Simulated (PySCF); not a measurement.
Record of a relaxation.

Species: CH7NSi.
SMILES with atom numbers: `[CH3:1][NH:2][SiH3:3]` (hydrogens: H4, H5, H6 on C1; H7 on N2; H8, H9, H10 on Si3)

Method: PySCF 2.14.0, PBE0-D3(BJ)/def2-SVP geometry optimisation, gas phase; density fitting, grid level 1; the optimiser is geomeTRIC in internal coordinates, started from a GFN2-xTB structure. The frame can shift and turn from step to step; on so coarse a grid that alone can change the energy by a few meV, and forces under 0.02 eV/Å are noise.

Step 0: E = -10508.0030 eV, largest atomic force 0.715 eV/Å
```
atom  x, y, z in Å  |  force x, y, z in eV/Å
C1     -1.340    0.245    0.250    0.367  -0.245  -0.374
N2     -0.245   -0.455   -0.374   -0.441   0.070  -0.038
Si3     1.409   -0.119   -0.052   -0.541  -0.142  -0.129
H4     -2.219   -0.403    0.303   -0.351  -0.117   0.139
H5     -1.620    1.159   -0.285   -0.194   0.370  -0.050
H6     -1.051    0.518    1.262   -0.039   0.158   0.496
H7     -0.492   -0.773   -1.299    0.107  -0.191  -0.261
H8      2.126   -1.174   -0.762    0.554  -0.387  -0.234
H9      1.902    1.198   -0.492    0.278   0.500  -0.160
H10     1.548   -0.188    1.403    0.261  -0.015   0.611
```

Step 1: E = -10508.0727 eV, largest atomic force 0.254 eV/Å
```
atom  x, y, z in Å  |  force x, y, z in eV/Å
C1     -1.364    0.248    0.246    0.192  -0.097  -0.088
N2     -0.263   -0.455   -0.387   -0.167   0.187   0.042
Si3     1.410   -0.134   -0.060   -0.110  -0.014   0.019
H4     -2.261   -0.391    0.307    0.006  -0.009   0.009
H5     -1.658    1.185   -0.266    0.018   0.006   0.003
H6     -1.091    0.517    1.278   -0.002  -0.017   0.002
H7     -0.493   -0.786   -1.318    0.046  -0.044   0.023
H8      2.203   -1.192   -0.761   -0.006   0.045   0.048
H9      1.932    1.205   -0.510   -0.009  -0.033  -0.004
H10     1.604   -0.188    1.425    0.032  -0.024  -0.055
```

Step 2: E = -10508.0746 eV, largest atomic force 0.110 eV/Å
```
atom  x, y, z in Å  |  force x, y, z in eV/Å
C1     -1.355    0.247    0.243    0.004  -0.049  -0.049
N2     -0.270   -0.462   -0.395    0.013   0.106   0.030
Si3     1.396   -0.133   -0.058    0.008  -0.027  -0.025
H4     -2.258   -0.383    0.310   -0.006   0.015   0.006
H5     -1.641    1.191   -0.262   -0.003   0.003   0.012
H6     -1.073    0.508    1.276   -0.009  -0.009  -0.004
H7     -0.496   -0.798   -1.326    0.006  -0.024   0.032
H8      2.205   -1.182   -0.750    0.003   0.011   0.017
H9      1.914    1.208   -0.509   -0.016  -0.012   0.002
H10     1.595   -0.188    1.424    0.001  -0.015  -0.022
```

Step 3: E = -10508.0755 eV, largest atomic force 0.103 eV/Å
```
atom  x, y, z in Å  |  force x, y, z in eV/Å
C1     -1.363    0.248    0.242   -0.024   0.025   0.063
N2     -0.268   -0.445   -0.387    0.049  -0.018  -0.089
Si3     1.402   -0.133   -0.059    0.011   0.032   0.018
H4     -2.261   -0.391    0.301   -0.002   0.010  -0.008
H5     -1.655    1.192   -0.260   -0.004   0.000   0.006
H6     -1.093    0.506    1.279   -0.014   0.005   0.002
H7     -0.488   -0.792   -1.314   -0.006  -0.040   0.002
H8      2.203   -1.187   -0.749   -0.004  -0.021  -0.017
H9      1.926    1.201   -0.517   -0.002   0.009   0.000
H10     1.615   -0.191    1.419   -0.003  -0.004   0.022
```

Step 4: E = -10508.0759 eV, largest atomic force 0.045 eV/Å
```
atom  x, y, z in Å  |  force x, y, z in eV/Å
C1     -1.362    0.248    0.242   -0.011   0.004   0.019
N2     -0.267   -0.446   -0.390    0.015   0.018  -0.038
Si3     1.402   -0.131   -0.059    0.006   0.008   0.009
H4     -2.261   -0.388    0.301    0.000   0.001  -0.008
H5     -1.654    1.193   -0.258    0.002   0.002   0.000
H6     -1.091    0.506    1.279    0.001  -0.003   0.001
H7     -0.488   -0.799   -1.315   -0.011  -0.026   0.014
H8      2.203   -1.186   -0.750   -0.002  -0.007  -0.009
H9      1.924    1.204   -0.516   -0.001   0.004   0.003
H10     1.612   -0.191    1.420    0.000  -0.001   0.008
```

Step 5: E = -10508.0763 eV, largest atomic force 0.032 eV/Å
```
atom  x, y, z in Å  |  force x, y, z in eV/Å
C1     -1.361    0.249    0.242   -0.005  -0.005  -0.008
N2     -0.266   -0.444   -0.393    0.003   0.031  -0.002
Si3     1.402   -0.129   -0.059   -0.001  -0.016  -0.002
H4     -2.261   -0.387    0.298    0.001  -0.004  -0.005
H5     -1.653    1.195   -0.255    0.005   0.002  -0.002
H6     -1.091    0.504    1.280    0.006  -0.006   0.001
H7     -0.490   -0.809   -1.312   -0.010  -0.013   0.017
H8      2.201   -1.185   -0.752    0.000   0.007  -0.001
H9      1.924    1.207   -0.514    0.000   0.000   0.006
H10     1.612   -0.193    1.420    0.001   0.003  -0.004
```

Step 6: E = -10508.0766 eV, largest atomic force 0.030 eV/Å
```
atom  x, y, z in Å  |  force x, y, z in eV/Å
C1     -1.361    0.251    0.242   -0.003  -0.006  -0.019
N2     -0.265   -0.440   -0.394   -0.001   0.024   0.018
Si3     1.403   -0.127   -0.060   -0.006  -0.024  -0.007
H4     -2.260   -0.386    0.293    0.002  -0.004  -0.001
H5     -1.653    1.199   -0.253    0.005   0.001  -0.002
H6     -1.093    0.501    1.281    0.005  -0.005   0.001
H7     -0.492   -0.822   -1.305   -0.006  -0.002   0.011
H8      2.199   -1.183   -0.757    0.001   0.012   0.001
H9      1.925    1.210   -0.511    0.001   0.000   0.005
H10     1.614   -0.195    1.420    0.001   0.005  -0.007
```

Step 7: E = -10508.0768 eV, largest atomic force under 0.02 eV/Å
```
atom  x, y, z in Å  |  force x, y, z in eV/Å
C1     -1.362    0.252    0.241   -0.001   0.000  -0.012
N2     -0.265   -0.436   -0.394   -0.001   0.007   0.014
Si3     1.404   -0.126   -0.061   -0.004  -0.013  -0.005
H4     -2.261   -0.385    0.290    0.001  -0.002   0.001
H5     -1.653    1.200   -0.253    0.002   0.000  -0.001
H6     -1.096    0.501    1.282    0.002  -0.002   0.000
H7     -0.493   -0.830   -1.300   -0.001   0.001   0.003
H8      2.199   -1.180   -0.761    0.000   0.006   0.000
H9      1.926    1.211   -0.509    0.001   0.000   0.003
H10     1.618   -0.197    1.418    0.001   0.002  -0.004
```

Problem. Summarise the path.

Solution. The energy falls by 0.0738 eV from step 0 to step 7; nine tenths of that is first reached at step 1. It falls at every step. The largest force goes from 0.715 to under 0.02 eV/Å. Among the bonds Si3–H8 changes most (a near tie, within 0.001 Å, with another), from 1.460 to 1.494 Å; the atoms move by 0.051 Å rms after alignment.

Problem. Follow the three bonds and two angles with the largest change from start to end.

Solution. 
```tsv
step	E above end (eV)	largest force (eV/Å)	Si3–H8 (Å)	Si3–H10 (Å)	Si3–H9 (Å)	N2–Si3–H8 (°)	N2–Si3–H10 (°)
0	0.0738	0.715	1.460	1.463	1.473	103.9	105.6
1	0.0041	0.254	1.497	1.498	1.506	107.0	107.8
2	0.0021	0.110	1.495	1.497	1.506	107.3	108.3
3	0.0013	0.103	1.493	1.495	1.504	107.6	108.6
4	0.0008	0.045	1.494	1.495	1.505	107.5	108.5
5	0.0004	0.032	1.494	1.496	1.505	107.3	108.5
6	0.0001	0.030	1.494	1.496	1.504	107.2	108.6
7	0.0000	under 0.02	1.494	1.496	1.504	107.2	108.7
```

What follows is the cost of the whole optimisation. Hardware: one thread, Arm Neoverse N1 (aarch64), shared host with 64 logical CPUs at a one-minute load of 50. Cost: 23 s of wall time, 0.32 GiB resident at most.
